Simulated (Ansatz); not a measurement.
Born–Oppenheimer molecular dynamics of BClFH (4 atoms, charge 0, multiplicity 1). It starts from a relaxed structure.

All numbers below come from RKS CAM-B3LYP-D4/def2-SVP in Ansatz 0.2.0.

- ensemble: NVT, Nosé–Hoover chain
- time step: 0.5 fs
- steps asked: 100
- set temperature: 500 K
- thermostat: time constant 100 fs, chain length 3 (defaults)
- seed: 744534

First frame:

```xyz
4
Properties=species:S:1:pos:R:3
B 0.003 0.000 0.028
Cl -0.016 0.000 1.772
H 1.037 0.000 -0.581
F -1.137 0.000 -0.615
```

(1) How far do the bonds stretch over the last three quarters of this one trajectory? (Pairs bonded in most of those frames.)

Results:

(1) 
```json
{"bond": "B1–Cl2", "mean (Å)": "1.758", "spread (Å)": "0.019", "shortest": "1.74", "longest": "1.79"}
{"bond": "B1–H3", "mean (Å)": "1.203", "spread (Å)": "0.025", "shortest": "1.17", "longest": "1.24"}
{"bond": "B1–F4", "mean (Å)": "1.313", "spread (Å)": "0.009", "shortest": "1.30", "longest": "1.33"}
```

Mean temperature of the second half: 312 K. The conserved energy stayed within 0.088 meV per atom of its start (net change 0.027 meV per atom), so the integration is sound. The mean temperature of the second half is 38 % below the set value. A run of 0.05 ps of so small a system gives no equilibrium averages.

Time of the run: 100 s on 1 thread of Arm Neoverse V1, with other jobs on the host, peak memory 0.098 GiB.
